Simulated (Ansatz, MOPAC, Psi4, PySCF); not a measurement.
Molecule: allene, C3H4 (charge 0, singlet). SMILES: C=C=C
Structure (B3LYP-D3(BJ)/def2-TZVP (Ansatz, a first-principles code) minimum search):
```xyz
7

C      0.0000     0.0000     0.0000
C     -0.0052     0.0000     1.3001
C      0.0052     0.0000    -1.3001
H     -0.0108     0.9262     1.8632
H     -0.0040    -0.9263     1.8631
H      0.9337     0.0035    -1.8595
H     -0.9188    -0.0034    -1.8668
```
Charge 0, spin multiplicity 1.

Property: vertical ionisation energy to the doublet, in eV. Conventions: non-relativistic; 6-31G* and kin with 6d, 5d where marked; dispersion terms only where a functional's name holds one; frozen cores in correlated levels; each state is the SCF solution reached for its charge and spin; spin-orbit terms left out; 6-311+G** with 5d; open shells spin-unrestricted; PM7 with its own dispersion and hydrogen-bond terms. First-principles rows: single points at B3LYP-D3(BJ) geometries (Ansatz). Semi-empirical rows: differences of heats of formation at the shared geometry for vertical values.

| level | program | vertical ionisation energy to the doublet (eV) |
|---|---|---|
| AM1 | MOPAC | 9.81 |
| PM6 | MOPAC | 10.03 |
| PM7 | MOPAC | 10.09 |
| MNDO | MOPAC | 9.67 |
| HF/6-31G* | Ansatz | 8.62 |
| B3LYP/STO-3G | Ansatz | 9.04 |
| M06-2X/6-31G* (5d) | PySCF | 10.02 |
| wB97X-D/6-31G* | Psi4 | 9.93 |
| MP2/6-311+G** | Ansatz | 10.29 |
| PBE/def2-TZVPD | Ansatz | 10.03 |
| B3LYP/def2-TZVPD | Ansatz | 10.08 |

No value to compare with is used here. The 9 habitual levels span 8.62 (HF/6-31G*) to 10.29 eV (MP2/6-311+G**); PBE/def2-TZVPD gives 10.03.

The levels are drawn from those run, B3LYP/6-31G* more often than the rest, none by its result; runs whose electronic state is in doubt are left out.
